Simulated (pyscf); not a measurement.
# Atom transfer: Cl–Si(Cl)(Cl)–Cl + Cl• -> Cl–Cl + Cl–Si•(Cl)–Cl

Gas phase, doublet surface, charge 0. Bonds broken: Cl1–Si2. Bonds formed: Cl1–Cl6. Single points on ωB97X-D3(BJ)/def2-SVP structures (PySCF, gas phase).

Transition state (Å):

```xyz
6

Cl     0.7151     1.8852    -0.6368
Si     0.5608    -0.7647     0.2822
Cl     0.5418    -0.8972     2.3239
Cl    -1.3360    -1.0135    -0.4442
Cl     1.7960    -2.1924    -0.5112
Cl     2.6930     1.6873     0.2303
```

One imaginary mode, 883i cm⁻¹; descent along it reached the two sides named.

```
bond     change  reactant side (Å)  saddle  product side
-------  ------  -----------------  ------  ------------
Cl1–Si2  breaks              2.048     2.8           3.3
Cl1–Cl6   forms                2.9   2.169         2.021
```

Electronic energies relative to the separated reactants (eV):

```tsv
level	barrier	reaction energy	reverse barrier
ωB97X-D3(BJ)/def2-TZVP	2.75	+2.35	0.40
PBE/def2-TZVP	1.82	+1.75	0.07
r²SCAN/def2-TZVP	2.22	+2.09	0.13
B3LYP-D3(BJ)/def2-TZVP	2.24	+2.10	0.14
PBE0-D3(BJ)/def2-TZVP	2.36	+2.11	0.24
M06-2X/def2-TZVP	2.55	+2.14	0.41
ωB97M-D3(BJ)/def2-TZVP	2.68	+2.28	0.39
HF/def2-TZVP	3.82	+2.79	1.04
```

With ωB97M-D3(BJ)/def2-TZVP energies and thermal terms (ideal gas, 1 atm, RRHO with modes under 100 cm⁻¹ raised to 100, one conformer, R ln 2 for chiral ones without a mode under 150 cm⁻¹), in eV:

```tsv
T (K)	ΔH‡	ΔG‡	ΔH	ΔG
298	2.65	2.89	+2.25	+2.09
600	2.64	3.14	+2.23	+1.93
900	2.63	3.40	+2.20	+1.79
1200	2.62	3.66	+2.18	+1.65
```

This is the saddle that the search found; another between the same sides may lie lower. The angle at the transferred Cl is 80°: a side-on saddle, likely not the lowest. Left out: orbital degeneracy and the spin-orbit lowering of Cl.
